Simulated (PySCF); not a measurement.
## Fractional electron number in C (carbon, neutral)

The 2p alpha orbital of [He] 2s2 2p2 is emptied in steps (occupation f), with all orbitals relaxed, ending at [He] 2s2 2p1. Computed with PySCF 2.14 in def2-SVP, with the non-relativistic Hamiltonian (point nucleus). The exact energy is a straight line in f; departures are measured from the line between the end points of the same method.

| f | UHF (eV) | LDA (eV) | PBE (eV) | PBE0 (eV) | r2SCAN (eV) | LC-wPBE (eV) | BHandHLYP (eV) | wB97X (eV) | M06-2X (eV) | MN15 (eV) |
| --- | --- | --- | --- | --- | --- | --- | --- | --- | --- | --- |
| 1 | 0.000 | 0.000 | 0.000 | 0.000 | 0.000 | 0.000 | 0.000 | 0.000 | 0.000 | 0.000 |
| 0.75 | 0.194 | -1.094 | -1.069 | -0.754 | -0.979 | -0.209 | -0.449 | -0.254 | -0.503 | -0.630 |
| 0.5 | 0.249 | -1.471 | -1.430 | -1.005 | -1.294 | -0.276 | -0.598 | -0.332 | -0.682 | -0.835 |
| 0.25 | 0.180 | -1.110 | -1.073 | -0.751 | -0.956 | -0.203 | -0.447 | -0.239 | -0.514 | -0.619 |
| 0 | 0.000 | 0.000 | 0.000 | 0.000 | 0.000 | 0.000 | 0.000 | 0.000 | 0.000 | 0.000 |

```
   method  E(f=0) − E(f=1) (eV)  −ε at f=1 (eV)  −ε at f=0.5 (eV)
      UHF                10.913          11.985            10.877
      LDA                11.728           5.940            11.686
      PBE                11.578           5.910            11.565
     PBE0                11.583           7.568            11.588
   r2SCAN                11.740           6.499            11.798
  LC-wPBE                11.740          10.622            11.756
BHandHLYP                11.436           9.042            11.440
    wB97X                11.455          10.090            11.492
   M06-2X                11.405           8.760            11.362
     MN15                11.379           8.012            11.406
```

Orbital energy along the path (eV):

```json
{"f": "1", "UHF": "-11.985", "LDA": "-5.940", "PBE": "-5.910", "PBE0": "-7.568", "r2SCAN": "-6.499", "LC-wPBE": "-10.622", "BHandHLYP": "-9.042", "wB97X": "-10.090", "M06-2X": "-8.760", "MN15": "-8.012"}
{"f": "0.75", "UHF": "-11.401", "LDA": "-8.773", "PBE": "-8.707", "PBE0": "-9.569", "r2SCAN": "-9.152", "LC-wPBE": "-11.186", "BHandHLYP": "-10.239", "wB97X": "-10.792", "M06-2X": "-10.034", "MN15": "-9.708"}
{"f": "0.5", "UHF": "-10.877", "LDA": "-11.686", "PBE": "-11.565", "PBE0": "-11.588", "r2SCAN": "-11.798", "LC-wPBE": "-11.756", "BHandHLYP": "-11.440", "wB97X": "-11.492", "M06-2X": "-11.362", "MN15": "-11.406"}
{"f": "0.25", "UHF": "-10.407", "LDA": "-14.664", "PBE": "-14.449", "PBE0": "-13.603", "r2SCAN": "-14.366", "LC-wPBE": "-12.305", "BHandHLYP": "-12.636", "wB97X": "-12.144", "M06-2X": "-12.803", "MN15": "-13.073"}
{"f": "0", "UHF": "-9.985", "LDA": "-17.668", "PBE": "-17.266", "PBE0": "-15.554", "r2SCAN": "-16.709", "LC-wPBE": "-12.777", "BHandHLYP": "-13.810", "wB97X": "-12.640", "M06-2X": "-14.019", "MN15": "-14.594"}
```

Reference removal energy between the ground levels: 11.260 eV (measured; NIST Atomic Spectra Database, ionization energies). The calculation has no spin-orbit coupling. UHF lacks correlation.
